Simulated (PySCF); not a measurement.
**Spin-rotation constants: `c1cc[cH-]c1`, [C5H5]-, charge -1**

Molfile (atoms numbered from 1):
```
C5H5
     RDKit          3D

 10 10  0  0  0  0  0  0  0  0999 V2000
    0.4046   -1.1223    0.0868 C   0  0  0  0  0  0  0  0  0  0  0  0
   -0.9498   -0.7466   -0.0550 C   0  0  0  0  0  0  0  0  0  0  0  0
   -1.0059    0.6627   -0.1354 C   0  0  0  0  0  0  0  0  0  0  0  0
    0.3138    1.1581   -0.0431 C   0  0  0  0  0  0  0  0  0  0  0  0
    1.1857    0.0550    0.0942 C   0  0  0  0  0  0  0  0  0  0  0  0
    0.7830   -2.1467    0.1759 H   0  0  0  0  0  0  0  0  0  0  0  0
   -1.8064   -1.4286   -0.0958 H   0  0  0  0  0  0  0  0  0  0  0  0
   -1.9137    1.2656   -0.2492 H   0  0  0  0  0  0  0  0  0  0  0  0
    0.6094    2.2127   -0.0727 H   0  0  0  0  0  0  0  0  0  0  0  0
    2.2760    0.1039    0.1901 H   0  0  0  0  0  0  0  0  0  0  0  0
  1  2  1  0
  2  3  2  0
  3  4  1  0
  4  5  1  0
  5  1  2  0
  1  6  1  0
  2  7  1  0
  3  8  1  0
  4  9  1  0
  5 10  1  0
M  CHG  1   4  -1
M  END
```

The calculation used PySCF 2.14.0, GIAO OLYP/aug-pcSseg-1 magnetisability, rotational g tensor and spin-rotation constants, non-relativistic, gas phase. Geometry: PBE0-D3(BJ)/def2-SVP.

For an ion the centre-of-mass motion in the field is neglected. The highest occupied orbital is unbound at this level, so the values depend on the basis.

Q: Give the nuclear spin-rotation constants along the inertial axes (H = +C I·J) beside the isotropic shieldings.

A: Rotational constants 8.9253, 8.9249, 4.4626 GHz. A star marks the isotopologue with that one atom substituted, in its own axes.
| atom | isotope | Caa (kHz) | Cbb (kHz) | Ccc (kHz) | mean (kHz) | σ (ppm) |
| --- | --- | --- | --- | --- | --- | --- |
| H6 | 1H | 0.210 | 0.210 | -0.382 | 0.013 | 25.3 |
| H7 | 1H | 0.210 | 0.210 | -0.382 | 0.013 | 25.3 |
| H8 | 1H | 0.210 | 0.210 | -0.382 | 0.013 | 25.3 |
| H9 | 1H | 0.210 | 0.210 | -0.382 | 0.013 | 25.3 |
| H10 | 1H | 0.210 | 0.210 | -0.382 | 0.013 | 25.3 |
| C1 | 13C* | 3.715 | 2.397 | 0.669 | 2.260 | 82.4 |

Where two moments of inertia are equal or nearly so, the constants along those axes are given as their average.
For the geometry as given, no vibrational averaging.
